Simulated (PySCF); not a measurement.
An unknown shows these calculated signals:

1H NMR (400 MHz, computed): δ 5.87 (t, J = 64.0 Hz, 1H), 2.94 (dqd, J = 18.1, 7.5, 5.2 Hz, 1H), 1.18 (dt, J = 7.5, 1.4 Hz, 3H), 0.99 (br s, 2H).

13C{1H} NMR (computed): δ 123.5 (CH, dd, J = 297.7, 296.3 Hz), 54.9 (CH, dd, J = 20.5, 19.4 Hz), 18.3 (CH3, dd, J = 4.6, 1.6 Hz).

Computed data (PySCF 2.14): geometry: GFN2-xTB, B3LYP/pcJ-1 coupling constants (spin–dipole term only in couplings to heteroatoms), σ from GIAO-PBE0/pcSseg-1. A single conformation, in vacuum, non-relativistic Hamiltonian, averaged over atoms made equivalent by symmetry, fast rotation or ring inversion.

References, each an isolated molecule treated in the same way: 1H (σ = 31.72 ppm) and 13C (σ = 186.93 ppm) against TMS.

Question: Which of these does the molecule contain: an N-methyl group, a C≡C triple bond, an NH or NH2 group, a benzene ring?

Answer: 
- An N-methyl group: no.
- A C≡C triple bond: no.
- An NH or NH2 group: yes (δH 0.99 (br s)).
- A benzene ring: no.

The data belong to SMILES C[C@H](N)C(F)F, C$_{3}$H$_{7}$F$_{2}$N; they needn't prove each group on their own.

Carbon signals by region: 1 in the sp2 and nitrile region (100–160 ppm), 1 at 50–100 ppm, 1 below 50 ppm.

OH and NH positions are those of a molecule without intermolecular hydrogen bonds; in solution they move with solvent, concentration and temperature, and exchange usually removes their couplings. Common functionals overestimate the size of one-bond C–F couplings by tens of Hz; these are unscaled. Splittings below 1 Hz are ignored in the labels, and close J values are merged. Unscaled 3J(H,H) at this level run about 10 % above measured values. Shifts are as computed. Against solution values, carbons near 30 ppm lie about +3 ppm off and those near 130 ppm about +5 ppm. Of 1211 compounds with measured shifts, 218 miss one by over three times the rms of a fit or turn the order of signals round; such compounds aren't used in these exercises. Couplings to exchangeable protons are dropped. 3J across rotatable bonds or in flexible rings reflects this conformer alone.
